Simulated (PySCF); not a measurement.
**BCl: from constants to spectrum**

RHF-CCSD(T) constants of BCl, ¹Σ⁺ (singlet), closed shell (PySCF, spin-free X2C with a Gaussian nucleus, basis sets B x2c-SVPall, Cl x2c-SVPall; masses 11.0093 and 34.9689 u):

- ωe: 888.1 cm⁻¹
- ωexe: 5.54 cm⁻¹
- Be: 0.68398 cm⁻¹
- αe: 0.00640 cm⁻¹
- D (centrifugal): 1.62e-06 cm⁻¹
- De to B + Cl: 5.10 eV

(1) Give the vibrational terms G(v) and spacings up to v = 6.

(2) How well does the Morse estimate ωe²/(4ωexe) reproduce De, and what is D0?

Correlated steps freeze 6 core orbitals. Correlated levels converge slowly with the basis: in double zeta they bind strong bonds too weakly, by up to about 1 eV, and carry superposition errors of some tenths. Where the molecule has an RHF reference, its open-shell atoms are computed with UHF.

Answers

(1) G(v) = ωe(v+½) − ωexe(v+½)².

```
v  G(v) (cm⁻¹)  G(v) − G(v−1)  Bv (cm⁻¹)
0          443                    0.6808
1         1320            877     0.6744
2         2186            866     0.6680
3         3040            855     0.6616
4         3884            844     0.6552
5         4717            833     0.6488
6         5539            822     0.6424
```

(2) It gives 4.41 eV, 87 % of the computed De. D0 = De − G(0) = 5.10 − 0.05 = 5.05 eV.
